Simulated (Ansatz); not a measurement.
We consider hcp Co, described by r²SCAN0 (Ansatz, a program for electronic structure, PAW).

Input file:

Ansatz 0.2 input:
```yaml
crystal:
  lattice:
    - [1.2606148234, -2.1834489229, 0.0]
    - [1.2606148234, 2.1834489229, 0.0]
    - [0.0, 0.0, 4.5164274227]
  atoms:
    - { symbol: Co, position: [0.3333333333, 0.6666666667, 0.25], spin: 1.8 }
    - { symbol: Co, position: [0.6666666667, 0.3333333333, 0.75], spin: 1.8 }
basis:
  ecutwfc: 520
  ecutrho_ratio: 4
  xc_grid: 3
kpoints:
  mp_grid: { grid: [12, 12, 8] }
hamiltonian:
  xc: r2scan0
  dispersion: none
  pseudopotentials: { kind: paw }
scf:
  occupations: { method: fermi_dirac, width: 0.05 }
output:
  forces: true
  stress: true
  eigenvalues: true
magnetization:
  spin_polarized: true
relax:
  f_tol: 0.01
  escape_saddle: false
  max_steps: 80
  cell: { stress_tol: 0.05, fix: [volume] }
```

Excerpt of the program's output:

```
Relaxation: its limit of steps is 80 (relax.max_steps)
Crystal: 2 atoms, lattice volume = 24.863 Å³
Basis set: ecut = 520 eV, 677 PW (Γ), exchange–correlation on 60×60×108 points (27 copies of the dense FFT grid, shifted against one another)
Bands: 23, of which v1, the nominal top of the filled ones, is band 17 counted from 1 (16 counted from 0)
Symmetry: 24 space group operations
Space group: P63/mmc (ITA 194), of the structure as read, at distance tolerance 2.9e-5 Å
k-points: 95 of 1152
Initial density: superposition of atomic densities (chi_scale 0.1, normalization cell)
Functional: x = r2scan, c = r2scan; τ floored in thin density (d = 2e-4 eV/Å³), warm-up for x = 0.75 r2scan + 0.25 exact, c = r2scan; τ floored in thin density (d = 2e-4 eV/Å³)
SCF 1 converged in 16 iterations: F = -10262.693592 eV  dr2 = 5.76e-12
Crystal: 2 atoms, lattice volume = 24.863 Å³
Initial density: handed on by an earlier stage of this run
Functional: x = 0.75 r2scan + 0.25 exact, c = r2scan; τ floored in thin density (d = 2e-4 eV/Å³)
SCF 2 converged in 10 iterations: F = -10256.519895 eV  dr2 = 2.61e-12
Crystal: 2 atoms, lattice volume = 24.863 Å³
  ...
Crystal: 2 atoms, lattice volume = 24.863 Å³
Crystal: 2 atoms, lattice volume = 24.863 Å³
Crystal: 2 atoms, lattice volume = 24.863 Å³
SCF 16 converged in 5 iterations: F = -10257.440886 eV  dr2 = 2.61e-12
Crystal: 2 atoms, lattice volume = 24.863 Å³
Crystal: 2 atoms, lattice volume = 24.863 Å³
Crystal: 2 atoms, lattice volume = 24.863 Å³
SCF 19 converged in 3 iterations: F = -10257.441069 eV  dr2 = 7.74e-12
Crystal: 2 atoms, lattice volume = 24.863 Å³
Crystal: 2 atoms, lattice volume = 24.863 Å³
SCF 21 converged in 4 iterations: F = -10257.441070 eV  dr2 = 2.06e-12
Crystal: 2 atoms, lattice volume = 24.863 Å³
SCF 22 converged in 6 iterations: F = -10257.441062 eV  dr2 = 5.13e-12
Crystal: 2 atoms, lattice volume = 24.863 Å³
SCF 23 converged in 2 iterations: F = -10257.441062 eV  dr2 = 4.46e-12
Magnetization: 4.4501 μB (19.2251 up, 14.7749 down)
Free energy (F): -10257.441062 eV
Internal energy: -10257.439680 eV  (E = F + TS)
E sigma→0 (E₀):  -10257.440371 eV
Fermi energy:    16.727772 eV
--- Forces (eV/Å), atoms counted from 1 ---
  atom   1  Co     0.00000000     0.00000000     0.00000000
  atom   2  Co    -0.00000000    -0.00000000    -0.00000000
--- Stress (GPa, compression-positive) ---
       -3.729764      -0.000000      -0.000000
       -0.000000      -3.729764      -0.000000
       -0.000000      -0.000000      -3.718089
  P = ⅓ Tr σ = -3.7259 GPa (-37.259 kbar)
```

The cell is one volume of an energy–volume scan, off the minimum.

The PAW data were made under PBE.

Note: the cell is over a tenth larger than the published one: the level's own overestimate first of all, though another phase or state, or a fault of the published cell, is possible. Note: the run warned that the count of filled bands differs between k points.

It cost very roughly 22 core-minutes of CPU time.
